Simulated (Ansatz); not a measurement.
# C₅H₁₀O₂: a ladder of functionals and wavefunction methods

An exercise on one series of results from a longer session: the logs are not shown, and one member is left open.

Program: Ansatz 0.2.0, Gaussian basis. Level of theory: functionals in def2-TZVPP, the program's frozen cores in correlated methods. These are calculated values, not measurements.

Levels to be run: LDA (SPW92), PBE-D4, revPBE-D4, BLYP-D4, r2SCAN-D4, B97M-V, PBE0-D4, B3LYP-D4, r2SCANh-D4, r2SCAN0-D4, HSE06-D4, BHLYP-D4, CAM-B3LYP-D4, LC-ωPBE, ωB97X-V, ωB97M-V, B2PLYP, PBE-QIDH; CCSD(T)/def2-SVP; CCSD(T)/def2-TZVPP; MP2/def2-QZVPP; extrapolation to the limit; RPA on PBE.

## The relaxed structure

All runs share one geometry, relaxed beforehand with PBE0-D4 in a triple-zeta def2 set.

SMILES `CC(C)(C)C(=O)O`, 17 atoms, charge 0, spin multiplicity 1.

Atoms are counted from 1 here; the program's logs count them from 0.

Bond lengths: C1–C2 1.531 Å, C1–H8 1.093 Å, C1–H9 1.093 Å, C1–H10 1.091 Å, C2–C3 1.522 Å, C2–C4 1.531 Å, C2–C5 1.518 Å, C3–H11 1.091 Å, C3–H12 1.093 Å, C3–H13 1.091 Å, C4–H14 1.093 Å, C4–H15 1.091 Å, C4–H16 1.093 Å, C5–O6 1.201 Å, C5–O7 1.347 Å, O7–H17 0.967 Å. Angles: C2–C1–H8 109.3°, C2–C1–H9 111.2°, C2–C1–H10 111.4°, H8–C1–H9 107.9°, H8–C1–H10 108.4°, H9–C1–H10 108.4°, C1–C2–C3 110.3°, C1–C2–C4 109.8°, C1–C2–C5 108.7°, C3–C2–C4 110.3°, C3–C2–C5 109.0°, C4–C2–C5 108.8°, C2–C3–H11 111.2°, C2–C3–H12 109.6°, C2–C3–H13 111.2°, H11–C3–H12 108.5°, H11–C3–H13 107.6°, H12–C3–H13 108.6° and more.

Geometry (Å):

```xyz
17
charge 0, multiplicity 1
C     0.95339   -0.21609    1.17360
C     0.04781   -0.10660   -0.05589
C     0.69913   -0.78438   -1.25232
C    -1.31059   -0.74673    0.24179
C    -0.16432    1.36176   -0.37599
O     0.13192    1.90914   -1.40336
O    -0.74120    2.02959    0.64165
H     1.12538   -1.27039    1.40380
H     1.92439    0.25105    0.99166
H     0.50050    0.25778    2.04519
H     0.07223   -0.70441   -2.14163
H     0.85660   -1.84288   -1.03215
H     1.66356   -0.33139   -1.48664
H    -1.17065   -1.80858    0.45864
H    -1.79105   -0.27946    1.10209
H    -1.98236   -0.66448   -0.61618
H    -0.83373    2.94576    0.34622
```

Set-up of the first run:

File in.yaml:

```yaml
crystal:
  periodic: [false, false, false]
  atoms:
    - {symbol: C, position_ang: [0.953395, -0.216086, 1.173604]}
    - {symbol: C, position_ang: [0.047806, -0.106596, -0.055886]}
    - {symbol: C, position_ang: [0.699127, -0.784384, -1.252321]}
    - {symbol: C, position_ang: [-1.310589, -0.746730, 0.241793]}
    - {symbol: C, position_ang: [-0.164318, 1.361758, -0.375987]}
    - {symbol: O, position_ang: [0.131918, 1.909137, -1.403357]}
    - {symbol: O, position_ang: [-0.741199, 2.029593, 0.641646]}
    - {symbol: H, position_ang: [1.125375, -1.270390, 1.403804]}
    - {symbol: H, position_ang: [1.924389, 0.251054, 0.991657]}
    - {symbol: H, position_ang: [0.500503, 0.257783, 2.045185]}
    - {symbol: H, position_ang: [0.072233, -0.704414, -2.141629]}
    - {symbol: H, position_ang: [0.856598, -1.842876, -1.032145]}
    - {symbol: H, position_ang: [1.663561, -0.331390, -1.486640]}
    - {symbol: H, position_ang: [-1.170653, -1.808580, 0.458637]}
    - {symbol: H, position_ang: [-1.791049, -0.279461, 1.102094]}
    - {symbol: H, position_ang: [-1.982359, -0.664482, -0.616178]}
    - {symbol: H, position_ang: [-0.833734, 2.945764, 0.346221]}
basis:
  gaussian: {orbitals: def2-TZVPP}
hamiltonian: {xc: lda}
output: {orbitals: {seedname: orbitals}}
```

Command:

```sh
$ ansatz run in.yaml --threads 2 --pin off --events-out ev --progress --plain --max-ram 32768MiB --backend cuda --devices 0, --max-vram 18GiB
```

Steps of the session up to this table: LDA; PBE-D4 (GGA); revPBE-D4 (GGA); BLYP-D4 (GGA); r2SCAN-D4 (meta-GGA); B97M-V (meta-GGA); B3LYP-D4 (hybrid); r2SCANh-D4 (hybrid); r2SCAN0-D4 (hybrid); HSE06-D4 (hybrid); BHLYP-D4 (hybrid); CAM-B3LYP-D4 (range-separated); LC-ωPBE (range-separated); ωB97X-V (range-separated); ωB97M-V (range-separated); B2PLYP (double hybrid); PBE-QIDH (double hybrid).

One table of the session follows, with a row left open; its other results are not shown here.

It belongs to the step «Frontier levels by functional». 

| functional | HOMO (eV) | gap (eV) |
| --- | --- | --- |
| LDA (SPW92) | -6.48 | 5.33 |
| PBE-D4 | -6.27 | 5.41 |
| revPBE-D4 | -6.18 | 5.44 |
| BLYP-D4 | -6.20 | 5.44 |
| r2SCAN-D4 | -6.58 | 6.00 |
| B97M-V | -6.74 | 6.27 |
| PBE0-D4 | -7.89 | 8.21 |
| B3LYP-D4 | -7.67 | 7.68 |
| r2SCANh-D4 | -7.20 | 7.04 |
| r2SCAN0-D4 | ? | ? |
| HSE06-D4 | -7.48 | 7.41 |
| BHLYP-D4 | -9.49 | 11.04 |
| CAM-B3LYP-D4 | -9.40 | 10.91 |
| LC-ωPBE | -10.69 | 13.49 |
| ωB97X-V | -10.37 | 13.09 |
| ωB97M-V | -10.32 | 12.69 |

**Question.** Estimate the row for r2SCAN0-D4.

Worked estimate for «HOMO (eV)». Against the share of exact exchange, r2SCAN-D4 (0, -6.58), r2SCANh-D4 (0.1, -7.20) give a slope of -6.20 per unit share; at 0.25 the line stands at -8.13.

The run gave: HOMO (eV): -8.12; gap (eV): 8.60. In «HOMO (eV)» the line misses by -0.01.
